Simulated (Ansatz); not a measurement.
`N=C(N)Cl` at its PBE0-D4/def2-TZVP geometry, where that method's forces vanish. The species carries charge 0 and has multiplicity 1.

```csv
atom,x (Å),y (Å),z (Å)
N1,0.837,-1.115,-0.149
C2,0.029,-0.160,-0.233
N3,-0.076,0.841,0.675
Cl4,-1.092,0.086,-1.582
H5,0.811,-1.733,-0.949
H6,0.404,0.689,1.546
H7,-0.914,1.391,0.691
```

Q: For each bond, give half the difference of the two atoms' forces along it (eV/Å; positive pushes the atoms apart) under PBE-D4, r2SCAN-D4, B3LYP-D4, ωB97M-V in def2-TZVPP. (Best estimate.)

A: The calculation gave: 
```tsv
bond	length (Å)	PBE-D4	r2SCAN-D4	B3LYP-D4	ωB97M-V
N1–C2	1.253	0.56	0.18	0.02	-0.05
N1–H5	1.011	0.14	-0.04	-0.06	-0.02
C2–N3	1.356	0.00	0.03	0.12	0.26
C2–Cl4	1.771	0.18	0.22	0.29	-0.01
N3–H6	1.006	0.16	-0.01	-0.06	-0.10
N3–H7	1.003	0.15	-0.03	-0.05	-0.08
```

B3LYP here is the variant with VWN-RPA as its local correlation; programs differ in this.

Program: Ansatz 0.2.0.
